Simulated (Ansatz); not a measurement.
Reaction: H2O (oxidane, SMILES O) → HO (SMILES [OH], doublet) + H (doublet) (the H-O bond breaks)
Each species at its own B3LYP-D3(BJ)/def2-TZVP minimum (Ansatz, an electronic-structure program).

Total energies in hartree (Ansatz). Open shells are spin-unrestricted; no spin-orbit coupling. Correlated methods leave the cores frozen. No relativity. For partners of very few electrons the exact lower level stands in for a higher one.

```csv
species,HF/cc-pVTZ,CCSD(T)/cc-pVTZ,HF/cc-pVQZ,CCSD(T)/cc-pVQZ,CCSD(T)/cc-pV5Z,CCSDT(Q)/cc-pV5Z
"1: H2O (oxidane, SMILES O)",-76.05675,-76.33211,-76.06441,-76.35971,-76.36897,-76.36937
"2: HO (SMILES [OH], doublet)",-75.41896,-75.63769,-75.42557,-75.66159,-75.66958,-75.67007
3: H (doublet),-0.49981,-0.49981,-0.49995,-0.49995,-0.49999,-0.49999
```

Problem. Work out the bond dissociation energy (electronic) in kcal/mol: take Hartree-Fock from cc-pVQZ, extrapolate the CCSD(T) correlation energy as X^-3 (X = 3, 4), and add CCSDT(Q) - CCSD(T) in cc-pV5Z. 1 hartree = 627.51 kcal/mol.

Solution. 
Species 1: correlation (64·(-0.29530) - 27·(-0.27536))/37 = -0.30985; step -0.00040; E1 = -76.06441 + (-0.30985) + (-0.00040) = -76.37466
Species 2: correlation (64·(-0.23602) - 27·(-0.21873))/37 = -0.24864; step -0.00049; E2 = -75.42557 + (-0.24864) + (-0.00049) = -75.67470
Species 3: correlation (64·(0.00000) - 27·(0.00000))/37 = 0.00000; step +0.00000; E3 = -0.49995 + (0.00000) + (+0.00000) = -0.49995
-1·E1 +1·E2 +1·E3 = 0.20001 hartree = 125.5 kcal/mol.
